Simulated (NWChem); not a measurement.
System: methanol (CH₄O); SMILES CO

Computed with NWChem. Pople sets run with spherical d functions. Each level has its own optimisation; frequencies are unscaled.

```csv
level,r C–O (Å),r H–O (Å),highest harmonic frequency (cm⁻¹),lowest (cm⁻¹),zero-point energy (kcal/mol),dipole (D)
B3LYP/3-21G,1.459,0.995,3465,381,31.8,1.84
B3LYP/6-31G*,1.417,0.969,3751,346,32.3,1.68
"LDA (Slater exchange, VWN5)/def2-SVP",1.388,0.973,3744,342,31.1,1.57
Hartree-Fock/STO-3G,___,0.991,___,___,___,___
PBE0-D3(BJ)/def2-TZVP,1.409,0.959,3881,320,32.3,1.67
```

### Question
What belongs in the gaps?

### Answer

- Hartree-Fock/STO-3G, r C–O (Å): 1.433
- Hartree-Fock/STO-3G, highest harmonic frequency (cm⁻¹): 4228
- Hartree-Fock/STO-3G, lowest (cm⁻¹): 399
- Hartree-Fock/STO-3G, zero-point energy (kcal/mol): 37.9
- Hartree-Fock/STO-3G, dipole (D): 1.51
